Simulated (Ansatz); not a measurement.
# AlBH+ (triplet): the correlation ladder, def2-QZVPP

The task here is to estimate one member of a computed series from the others.

The runs use Ansatz 0.2.0, Gaussian basis; def2-QZVPP, core rule «outside noble gas», up to 6 orbitals frozen.

Plan: UHF; ROHF; CCSD(T) on UHF.

**The geometry**

The geometry is a PBE0/def2-TZVP stationary point (not a proven minimum) of the parent state, kept for this charge and spin.

3 atoms, charge 1, spin multiplicity 3.

Atoms are counted from 1 here; the program's logs count them from 0.

Bond lengths: B1–Al2 1.941 Å, B1–H3 1.185 Å. Angles: Al2–B1–H3 180.0°.

Set-up of the first run:

Contents of in.yaml:

```yaml
crystal:
  periodic: [false, false, false]
  atoms:
    - {symbol: B, position_ang: [0.000000, 0.000000, 0.251900]}
    - {symbol: Al, position_ang: [0.000000, 0.000000, -1.688900]}
    - {symbol: H, position_ang: [0.000000, 0.000000, 1.437000]}
basis:
  gaussian: {orbitals: "def2-QZVPP.json"}
total_charge: 1
magnetization: {spin_polarized: true, initial_magnetization: 2}
hamiltonian: {xc: hf}
output: {orbitals: {seedname: orbitals}}
```

Run with:

```console
$ ansatz run in.yaml --threads 1 --pin off --events-out ev --progress --plain --max-ram 2393MiB
```

Among the steps run: UHF; ROHF; CCSD(T) on UHF.

One table of the session follows, with a row left open; its other results are not shown here.

```
  method  from UCCSD(T) (kJ/mol)
    ROHF                  +342.1
     UHF                       ?
    UMP2                   +68.3
   UCCSD                   +11.1
UCCSD(T)                       0
```

Estimate the missing values for UHF.

As computed: from UCCSD(T) (kJ/mol): +332.0. In the column «from UCCSD(T) (kJ/mol)» it lies between UMP2 (+68.3) and ROHF (+342.1).
